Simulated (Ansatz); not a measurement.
Process, species as SMILES: [CH2][SiH3] (CH2-SiH3) → [CH2-][SiH3] (an electron is taken up)
B3LYP-D3(BJ)/def2-TZVP geometries, fixed; electronic energies without zero-point terms; positive where energy is released.
Largest species:
```xyz
7

C     -0.0097     0.1411    -1.2607
Si     0.0046    -0.0671     0.5695
H     -0.9250     0.2758    -1.8259
H      0.8972     0.1766    -1.8533
H     -0.0125     1.2498     1.2616
H     -1.1932    -0.8210     1.0128
H      1.2278    -0.7881     0.9952
```
Charge 0, spin multiplicity 2.

Basis-set convergence of the adiabatic electron affinity at PBE with Ansatz (a program for electronic structure). Cartesian d functions, on some or all atoms, in 6-31G*, 6-31+G*, 6-311G**, 6-311+G**; all else is spherical. Open shells are unrestricted. No added dispersion term, no relativity. Functions are those of the species that has most. Reference: the value in aug-pcseg-3, 1.044 eV, itself unsure by roughly 0.015 eV (its mean distance from aug-cc-pV(Q+d)Z, def2-QZVPPD). Deviations are taken from unrounded values.

| basis | functions | adiabatic electron affinity (eV) |
|---|---|---|
| 6-31G* | 44 | 0.359 |
| 6-31+G* | 52 | 0.894 |
| def2-SVP | 57 | 0.560 |
| def2-SVPD | 84 | 0.884 |
| pcseg-1 | 57 | 0.781 |
| aug-pcseg-1 | 95 | 1.023 |
| cc-pV(D+d)Z | 62 | 0.572 |
| aug-cc-pV(D+d)Z | 100 | 1.022 |
| 6-311G** | 75 | 0.764 |
| 6-311+G** | 83 | 0.975 |
| def2-TZVP | 98 | 0.875 |
| def2-TZVPD | 125 | 0.985 |
| pcseg-2 | 134 | 0.957 |
| aug-pcseg-2 | 211 | 1.040 |
| cc-pV(T+d)Z | 139 | 0.826 |
| aug-cc-pV(T+d)Z | 216 | 1.036 |
| def2-TZVPP | 143 | 0.885 |
| def2-TZVPPD | 170 | 0.989 |
| cc-pV(Q+d)Z | 269 | 0.930 |
| aug-cc-pV(Q+d)Z | 399 | 1.039 |
| def2-QZVPP | 277 | 0.974 |
| def2-QZVPPD | 304 | 1.018 |
| pcseg-3 | 289 | 1.023 |
| aug-pcseg-3 | 419 | 1.044 |

What the diffuse functions change, pair by pair:
- 6-31G* to 6-31+G*: 8 more functions, deviation -0.685 to -0.150 eV
- def2-SVP to def2-SVPD: 27 more functions, deviation -0.484 to -0.160 eV
- pcseg-1 to aug-pcseg-1: 38 more functions, deviation -0.263 to -0.021 eV
- cc-pV(D+d)Z to aug-cc-pV(D+d)Z: 38 more functions, deviation -0.472 to -0.022 eV
- 6-311G** to 6-311+G**: 8 more functions, deviation -0.280 to -0.069 eV
- def2-TZVP to def2-TZVPD: 27 more functions, deviation -0.169 to -0.059 eV
- pcseg-2 to aug-pcseg-2: 77 more functions, deviation -0.087 to -0.004 eV
- cc-pV(T+d)Z to aug-cc-pV(T+d)Z: 77 more functions, deviation -0.219 to -0.008 eV
- def2-TZVPP to def2-TZVPPD: 27 more functions, deviation -0.159 to -0.055 eV
- cc-pV(Q+d)Z to aug-cc-pV(Q+d)Z: 130 more functions, deviation -0.114 to -0.005 eV
- def2-QZVPP to def2-QZVPPD: 27 more functions, deviation -0.070 to -0.026 eV
- pcseg-3 to aug-pcseg-3: 130 more functions, deviation -0.021 to 0.000 eV

Leaving out the reference's own pair, they bring the value nearer the reference by more than 0.015 eV in 11 of 11 pairs.
